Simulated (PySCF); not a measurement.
What happened in this job?

A TDDFT job on [C2H5O]-, SMILES `CC[O-]` (charge -1). Theory: PySCF 2.14.0, density-fitted response routines, TDDFT CAM-B3LYP/def2-SVPD, vertical, gas phase, core orbitals frozen in the response.

Driver input (Å, PBE0-D3(BJ)/def2-SVP geometry):

```
{"job": {"kind": "uv", "xc": "CAM-B3LYP", "basis": "def2-SVPD", "ip": true}, "charge": -1, "multiplicity": 1}
C      0.7792     0.0776     0.0242
C     -0.7710    -0.0667    -0.0789
O     -1.3575     0.8807    -0.7412
H      1.2741    -0.7313     0.6050
H      1.2084     0.1019    -0.9953
H      1.0163     1.0527     0.4903
H     -1.0906    -0.2218     1.0347
H     -0.9026    -1.1598    -0.4716
```

Output:

```
coarse grid: 6360 points
cycle   1  E = -154.0180801623  dE =  1.855e-01  |g| = 9.218e-01  |ddm| = 3.018e+00
cycle   2  E = -152.6815903311  dE =  1.336e+00  |g| = 2.434e+00  |ddm| = 6.054e+01
cycle   3  E = -154.2069539322  dE = -1.525e+00  |g| = 1.508e-01  |ddm| = 5.984e+01
cycle   4  E = -154.2123558987  dE = -5.402e-03  |g| = 8.810e-02  |ddm| = 3.984e-01
cycle   5  E = -154.2142488669  dE = -1.893e-03  |g| = 1.177e-02  |ddm| = 1.981e-01
cycle   6  E = -154.2142946108  dE = -4.574e-05  |g| = 2.829e-03  |ddm| = 9.212e-02
cycle   7  E = -154.2142978800  dE = -3.269e-06  |g| = 6.954e-04  |ddm| = 3.104e-02
final grid: 60488 points
cycle   8  E = -154.2484159622  dE = -1.238e-05  |g| = 1.729e-03  |ddm| = 3.078e-02
cycle   9  E = -154.2484156819  dE =  2.804e-07  |g| = 2.246e-03  |ddm| = 5.182e-03
cycle  10  E = -154.2484166753  dE = -9.934e-07  |g| = 3.355e-04  |ddm| = 3.312e-03
cycle  11  E = -154.2484166976  dE = -2.228e-08  |g| = 1.216e-04  |ddm| = 6.368e-04
cycle  12  E = -154.2484167029  dE = -5.343e-09  |g| = 1.932e-05  |ddm| = 7.904e-04
cycle  13  E = -154.2484167032  dE = -2.783e-10  |g| = 6.635e-06  |ddm| = 2.767e-04
converged SCF energy = -154.2484167032

Static polarisability (au): isotropic 49.531, principal 43.641 49.454 55.499

Singlet excitations
state   eV       nm        f      main configurations
  1   3.9680    312.5   0.00372   H->L 0.82, H->L+1 0.15
  2   4.2226    293.6   0.05618   H-1->L 0.83, H-1->L+1 0.13
  3   4.7187    262.8   0.01041   H->L+1 0.82, H->L 0.15
  4   4.8658    254.8   0.05677   H-1->L+1 0.84, H-1->L 0.13
  5   5.3959    229.8   0.05917   H->L+2 0.95
  6   5.4823    226.2   0.02099   H-1->L+2 0.95
  7   5.6817    218.2   0.06041   H->L+3 0.81, H->L+4 0.14
  8   5.7959    213.9   0.08897   H-1->L+3 0.80, H-1->L+4 0.15
  9   6.3275    195.9   0.00189   H->L+4 0.80, H->L+3 0.12
 10   6.4008    193.7   0.06744   H-1->L+4 0.82, H-1->L+3 0.13

Triplet excitations (Tamm-Dancoff, eV): 3.8393 3.9470 4.6340 4.7237
Vertical ionisation energy (delta-SCF) = 1.9058 eV
```

The SCF starts on a coarse grid; the energy jumps when the final grid takes over, and dE counts afresh there.

Frontier levels of this run: HOMO -1.07 eV, LUMO 5.68 eV.

Question: Which diagnosis fits best?
A. excited states above electron detachment
B. response equations not converged
C. SCF not converged
D. unstable closed-shell reference

Answer: A. The lowest singlet lies at 3.97 eV, while the vertical detachment energy by ΔSCF is 1.91 eV. States above that threshold can lose an electron: they are at best resonances in the continuum, which a finite basis only mimics, so their energies depend on the basis.

What would you do next?

Don't read them as bound-state absorption lines; add a counter-ion or a solvent model, or treat the states as resonances.
